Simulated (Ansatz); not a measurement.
# C₂Cl₃N: one species, many methods

The task here is to estimate one member of a computed series from the others.

Method: functionals in def2-TZVPP, the program's frozen cores in correlated methods; program: Ansatz 0.2.0, Gaussian basis.

The runs, in order: LDA (SPW92), PBE-D4, revPBE-D4, BLYP-D4, r2SCAN-D4, B97M-V, PBE0-D4, B3LYP-D4, r2SCANh-D4, r2SCAN0-D4, HSE06-D4, BHLYP-D4, CAM-B3LYP-D4, LC-ωPBE, ωB97X-V, ωB97M-V, B2PLYP, PBE-QIDH; CCSD(T)/def2-SVP; CCSD(T)/def2-TZVPP; CCSD(T)/def2-QZVPP; extrapolation to the limit; RPA on PBE.

## Structure used throughout

All runs share one geometry, relaxed beforehand with PBE0-D4 in a triple-zeta def2 set.

SMILES `N#CC(Cl)(Cl)Cl`, 6 atoms, charge 0, spin multiplicity 1.

Atoms are counted from 1 here; the program's logs count them from 0.

Bond lengths: N1–C2 1.149 Å, C2–C3 1.456 Å, C3–Cl4 1.767 Å, C3–Cl5 1.767 Å, C3–Cl6 1.767 Å. Angles: N1–C2–C3 180.0°, C2–C3–Cl4 108.7°, C2–C3–Cl5 108.7°, C2–C3–Cl6 108.7°, Cl4–C3–Cl5 110.2°, Cl4–C3–Cl6 110.2°, Cl5–C3–Cl6 110.2°.

The first run:

Contents of in.yaml:

```yaml
crystal:
  periodic: [false, false, false]
  atoms:
    - {symbol: N, position_ang: [1.287027, -1.465109, 1.041867]}
    - {symbol: C, position_ang: [0.618542, -0.703800, 0.500926]}
    - {symbol: C, position_ang: [-0.228856, 0.260503, -0.185260]}
    - {symbol: Cl, position_ang: [-1.579377, -0.601025, -0.930918]}
    - {symbol: Cl, position_ang: [0.730893, 1.079314, -1.422498]}
    - {symbol: Cl, position_ang: [-0.828229, 1.430107, 0.995892]}
basis:
  gaussian: {orbitals: def2-TZVPP}
hamiltonian: {xc: lda}
output: {orbitals: {seedname: orbitals}}
```

Run with:

```console
$ ansatz run in.yaml --threads 2 --pin off --events-out ev --progress --plain --max-ram 22528MiB --backend cpu
```

Among the steps run: LDA; PBE-D4 (GGA); revPBE-D4 (GGA); BLYP-D4 (GGA); r2SCAN-D4 (meta-GGA); B97M-V (meta-GGA); B3LYP-D4 (hybrid); r2SCANh-D4 (hybrid); r2SCAN0-D4 (hybrid); HSE06-D4 (hybrid); BHLYP-D4 (hybrid); CAM-B3LYP-D4 (range-separated); LC-ωPBE (range-separated); ωB97X-V (range-separated); ωB97M-V (range-separated); B2PLYP (double hybrid); PBE-QIDH (double hybrid).

One table of the session follows, with a row left open; its other results are not shown here.

It belongs to the step «Orbital energies across the functionals». 

| functional | HOMO (eV) | gap (eV) |
| --- | --- | --- |
| LDA (SPW92) | -8.15 | 5.33 |
| PBE-D4 | -8.00 | 5.38 |
| revPBE-D4 | -7.94 | 5.41 |
| BLYP-D4 | -7.83 | 5.33 |
| r2SCAN-D4 | -8.38 | 5.85 |
| B97M-V | -8.48 | 6.08 |
| PBE0-D4 | ? | ? |
| B3LYP-D4 | -9.17 | 7.37 |
| r2SCANh-D4 | -8.91 | 6.79 |
| r2SCAN0-D4 | -9.71 | 8.21 |
| HSE06-D4 | -9.06 | 7.13 |
| BHLYP-D4 | -10.78 | 10.43 |
| CAM-B3LYP-D4 | -10.85 | 10.55 |
| LC-ωPBE | -12.32 | 13.27 |
| ωB97X-V | -11.92 | 12.75 |
| ωB97M-V | -11.73 | 12.47 |

**Question.** Estimate the row for PBE0-D4.

As computed: HOMO (eV): -9.46; gap (eV): 7.92. In the column «HOMO (eV)» it lies between r2SCAN0-D4 (-9.71) and B3LYP-D4 (-9.17).
